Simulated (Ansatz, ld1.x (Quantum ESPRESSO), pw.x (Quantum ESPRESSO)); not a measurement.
**scandium (Sc): one change to the TM potential, in the atom and in the fcc crystal**

ld1.x (Quantum ESPRESSO) 7.5 input, shortened:

```
&input
   title='Sc', zed=21., rel=1, dft='PBESOL', iswitch=3,
   config='[Ar] 3d1 4s0 4p0'
 /
 &inputp
   pseudotype=2, tm=.true., lloc=0,
   nlcc=.true., new_core_ps=.true.
 /
3
4P  2  1   0.00   0.00  3.00  3.00  0.0
3D  3  2   1.00   0.00  2.40  2.40  0.0
4S  1  0   0.00   0.00  2.95  2.95  0.0
 &test
   configts(1)='3d1 4s0 4p0'
 /
```

Change: wave 4s (bound): rc 2.95 bohr becomes 4s (bound): rc 4.42 bohr.

Cutoffs, loose and tight: the cutoffs (Ry, on a coarse ladder) from which the occupation-weighted sum of valence levels, in a spherical-Bessel basis at the reference potential, stays within 10 and 1 mRy of its value at 400 Ry. They do not see the model core or the augmentation charge, which bear on the density cutoff. Test errors are all-electron minus pseudo excitation energies from the reference, over the configurations 3d1 4s2 4p0; 3d1 4s1 4p0; 3d1 4s1.5 4p0; 3d0 4s2 4p0; 3d1 4s0 4p1; 3d1 4s0 4p2; 3d1.5 4s1.5 4p0; variants that change the core or the reference have their own tests.

Crystal test: fcc Sc in pw.x 7.5, no spin, 12³ k-points, Fermi–Dirac smearing 0.01 Ry, cutoffs set for each file from its atomic test. The reference is all-electron LAPW (Ansatz 0.2.0) with the same functional, mesh and smearing; V0 and B0 come from Birch–Murnaghan fits to the pressures at five volumes. Errors are pseudo minus all-electron; Δ is the rms difference of the E(V) curves that follow from these fits, minima aligned, over ±6 % about the mean V0. Mesh and smearing are coarse, so the numbers serve the comparison and aren't converged zero-temperature values; the lattice is a test structure that the element need not adopt.

All-electron: a0 = 4.566 Å (V0 = 23.79 Å³/atom), B0 = 53.1 GPa.

Problem. Does the change bring the crystal closer to the all-electron result?

Solution. The mean pressure error goes from +3.73 to -2.26 GPa, so the change moves the solid closer to the all-electron pressures.

| quantity | base | changed |
| --- | --- | --- |
| outcome (atom) | generated | generated |
| cutoff, loose (atom) | 35 Ry | 35 Ry |
| cutoff, tight (atom) | 40 Ry | 40 Ry |
| bound ghosts (atom) | none | none |
| largest test error (meV) (atom) | -166 | -104 |
| cutoffs in pw.x (Ry) | 50/200 | 50/200 |
| a0 (Å) | – | 4.510 |
| a0 error (%) | – | -1.23 |
| B0 error (%) | – | +23.7 |
| Δ (meV/atom) | – | 11.1 |
| mean pressure error (GPa) | +3.73 | -2.26 |

A dash: not determined, or the minimum lies outside the volumes sampled.

Base: This is a poor potential for the solid. Changed file: The largest radius (4.42 bohr) exceeds half the bond length (3.05 bohr), so the spheres overlap, which is one possible source of error among others. This is a poor potential for the solid. The atomic cutoffs weigh occupied waves only.
